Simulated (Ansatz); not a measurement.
**Worked example: correlation energy of SiH3⁺, triplet**

Geometry: a point of a stretch scan, not a stationary point.

```xyz
4

Si    0.0027    0.0652   -0.0689
H     0.0027   -1.2279   -0.8137
H     0.3585   -0.2567    1.2164
H    -0.4366   -0.3322    1.5181
```

Basis cc-pVDZ; Ansatz 0.2.0. Only valence electrons are correlated (noble-gas cores frozen), which leaves 6 electrons in 28 orbitals. Prefix R: restricted or restricted open-shell reference; prefix U: unrestricted.

Full CI is exact within this basis and frozen core; it isn't the basis-set limit. The frozen core follows each run's orbitals, which can shift R against U totals by a few meV.

Runs differ by some tens of microhartree through their thresholds and, for an open shell, their frozen cores, so steps under 0.1 kcal/mol mean nothing.

| level | total energy (hartree) |
| --- | --- |
| UHF | -290.219913 |
| UMP2 | -290.296893 |
| UCCSD | -290.319925 |
| UCCSD(T) | -290.321919 |
| UCCSDT | -290.322544 |
| UCCSDT(Q) | -290.322585 |
| full CI | -290.322576 |

Q: What is the correlation energy at full CI, and what share of it do UMP2 and UCCSD recover?

A: E(corr) = -290.322576 − (-290.219913) = -0.102663 hartree = -2.794 eV. UMP2: -0.076980 / -0.102663 = 74.98 %. UCCSD: -0.100012 / -0.102663 = 97.42 %.

Q: By how many kcal/mol does UCCSD(T) miss full CI (1 hartree = 627.509 kcal/mol), and which steps make up the rest?

A: -290.321919 − (-290.322576) = 0.000657 hartree = 0.41 kcal/mol. Steps: UCCSDT − UCCSD(T) = -0.39, UCCSDT(Q) − UCCSDT = -0.03, full CI − UCCSDT(Q) = 0.01 kcal/mol. That is within 1 kcal/mol of the reference in this basis, which itself misses far more of the correlation at the basis-set limit.
